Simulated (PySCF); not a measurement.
## Stationary points of SN₂⁻

Method: PBE0/[S def2-TZVPD, N def2-TZVPD], no relativity, density fitting, PySCF.

Relaxations began from a few typed shapes; open shells are unrestricted. The search is not exhaustive: other isomers or separated fragments can lie lower, and high-lying points may rest on an excited occupation.

Task: Order these stationary points by electronic energy, lowest first, in kJ/mol from the lowest minimum.
A. doublet D∞h: S–N 1.482 Å (×2); N–S–N 180.0°
B. doublet C2v: S–N 1.493 Å (×2); N–S–N 140.3°

Result: B (0.0), A (67.8).

Task: Which of them are minima?

Result: By energy in kJ/mol, 0.0: minimum; 67.8: saddle point, 2 imaginary modes.

For the lowest minimum: the lowest empty level of this anion is unbound, so it and the gap depend on the basis.
